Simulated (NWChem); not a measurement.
System meant: C4H9, doublet; SMILES C[C](C)C

The following NWChem deck was run.

```
start job
memory heap 200 mb stack 900 mb global 1100 mb
geometry units angstroms noautoz
  C      1.431007     0.385221     0.005009
  C      0.000193     0.000093    -0.152305
  C     -1.048579     1.046775     0.005488
  C     -0.381817    -1.431529     0.005464
  H      1.724536     0.465793     1.074211
  H      1.644500     1.366407    -0.449568
  H      2.108297    -0.357640    -0.447031
  H     -1.262956     1.262232     1.074820
  H     -2.005930     0.740353    -0.446722
  H     -0.744871     2.004140    -0.448552
  H     -0.459874    -1.725462     1.074748
  H     -1.363406    -1.646922    -0.447329
  H      0.361563    -2.107249    -0.448102
end
basis spherical
  C library def2-svp
  H library def2-svp
end
dft
  odft
  mult 2
  xc pbe0
  iterations 4
  mulliken
end
task dft energy
```

End of the output:

```
     --------------------------
     Expectation value of S2:
     --------------------------
      <S2> =      0.7546 (Exact =     0.7500)

 center of mass
 --------------
 x =   0.00000000 y =   0.00000000 z =  -0.02014787

 moments of inertia (a.u.)
 ------------------
         225.424965530456          -0.000000000000          -0.000000000000
          -0.000000000000         225.424965530456          -0.000000000000
          -0.000000000000          -0.000000000000         415.405463608118

     Multipole analysis of the density
     ---------------------------------

     L   x y z        total         alpha         beta         nuclear
     -   - - -        -----         -----         ----         -------
     0   0 0 0     -0.000000    -17.000000    -16.000000     33.000000

     1   1 0 0     -0.000000      0.000000     -0.000000      0.000000
     1   0 1 0     -0.000000     -0.000000      0.000000     -0.000000
     1   0 0 1      0.095354      0.126704     -0.031350     -0.000000

     2   2 0 0    -20.193558    -79.528224    -77.288784    136.623449
     2   1 1 0     -0.000000      0.000000     -0.000000     -0.000000
     2   1 0 1      0.000000      0.000000      0.000000      0.000000
     2   0 2 0    -20.193558    -79.528224    -77.288784    136.623449
     2   0 1 1     -0.000000      0.000000     -0.000000     -0.000000
     2   0 0 2    -20.882928    -20.573648    -17.468743     17.159462

 ------------------------------------------------------------------------
 dft energy failed                                                                                  0
 ------------------------------------------------------------------------
 ------------------------------------------------------------------------
  current input line :
    29: task dft energy
 ------------------------------------------------------------------------
 ------------------------------------------------------------------------
 This type of error is most commonly associated with calculations not reaching convergence criteria
 ------------------------------------------------------------------------
 For more information see the NWChem manual at https://nwchemgit.github.io

0:dft energy failed:Received an Error in Communication
```

Question: What is wrong, and how is it mended?

Answer: Convergence was not reached. Cause: the SCF was allowed too few iterations. This input runs:
```
start job
memory heap 200 mb stack 900 mb global 1100 mb
geometry units angstroms noautoz
  C      1.431007     0.385221     0.005009
  C      0.000193     0.000093    -0.152305
  C     -1.048579     1.046775     0.005488
  C     -0.381817    -1.431529     0.005464
  H      1.724536     0.465793     1.074211
  H      1.644500     1.366407    -0.449568
  H      2.108297    -0.357640    -0.447031
  H     -1.262956     1.262232     1.074820
  H     -2.005930     0.740353    -0.446722
  H     -0.744871     2.004140    -0.448552
  H     -0.459874    -1.725462     1.074748
  H     -1.363406    -1.646922    -0.447329
  H      0.361563    -2.107249    -0.448102
end
basis spherical
  * library def2-svp
end
dft
  odft
  mult 2
  xc pbe0
  iterations 150
  mulliken
end
task dft energy
```
It converges to -157.48432 Ha (PBE0/def2-SVP, spin-unrestricted).
